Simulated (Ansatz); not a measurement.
**AlH₂OS radical: an energy map over bond length O1–Al2 and bond length Al2–H4**

Aim: map the energy of AlH2OS, SMILES [O][AlH][SH], spin multiplicity 2 over two coordinates, and find its wells, ridges and stiffness.

Method: UKS PBE-D4/def2-SVP; program: Ansatz 0.2.0.

## (1) Starting geometry

SMILES `[O][AlH][SH]`, 5 atoms, charge 0, spin multiplicity 2.

Atoms are counted from 1 here; the program's logs count them from 0.

Bond lengths: O1–Al2 1.739 Å, Al2–S3 2.203 Å, Al2–H4 1.589 Å, S3–H5 1.365 Å. Angles: O1–Al2–S3 114.4°, O1–Al2–H4 122.5°, S3–Al2–H4 123.1°, Al2–S3–H5 93.5°.

Coordinates:

```xyz
5
AlH2OS
O    -0.9605   -0.7302    1.3494
Al   -0.5792   -0.1943   -0.2607
S     1.4200    0.7067   -0.4700
H    -1.5928   -0.3489   -1.4747
H     1.7126    0.5668    0.8561
```

This geometry comes from a loose relaxation at PBE in a small basis, which is not shown.

## (3) Setting up the map

The axes are (1) bond length O1–Al2: 13 values from 1.461 to 2.261 Å; (2) bond length Al2–H4: 13 values from 1.366 to 2.224 Å.

Nothing else is relaxed (all other coordinates rigid). Energies count from the relaxed molecule at the same level. Points are written as (first, second).

(The set-up runs are not shown.)

## (4) The run at (1.728 Å, 1.652 Å)

The input, input.yaml:

```yaml
crystal:
  periodic: [false, false, false]
  atoms:
    - { symbol: O, position_ang: [-0.960525, -0.723439, 1.35223] }
    - { symbol: Al, position_ang: [-0.583623, -0.196941, -0.249871] }
    - { symbol: S, position_ang: [1.410649, 0.716026, -0.455747] }
    - { symbol: H, position_ang: [-1.63169, -0.365167, -1.515714] }
    - { symbol: H, position_ang: [1.714994, 0.548962, 0.863635] }
magnetization:
  spin_polarized: true
  initial_magnetization: 1
basis:
  gaussian: { orbitals: def2-SVP }
hamiltonian:
  xc: pbe
  dispersion: d4
output:
  forces: true
```

The run is started by

```sh
ansatz run input.yaml --threads 1 --pin off --max-ram 2560MiB --backend cpu --events-out ev --progress --plain --runs-dir out
```

Further runs follow: the other points that were computed.

Q: Predict the outcome of this session. Wanted: lowest point; largest force on an atom.

As calculated:

| quantity | value |
| --- | --- |
| lowest point | (1.728 Å, 1.652 Å), 0.6 kcal/mol |
| highest computed point (blank points may lie higher) | (2.261 Å, 2.224 Å), 60.9 kcal/mol above the lowest |
| largest force on an atom (eV/Å) | 0.8 at (1.728 Å, 1.652 Å) to 13.9 at (1.461 Å, 1.867 Å); 0.8 at the lowest point |
| time for the whole task | 19 min on 1 thread, shared host |

In words: The lowest computed point is at (1.728 Å, 1.652 Å), 0.6 kcal/mol from the relaxed molecule at the same level. The highest computed point, (2.261 Å, 2.224 Å), lies 60.9 kcal/mol above the lowest.
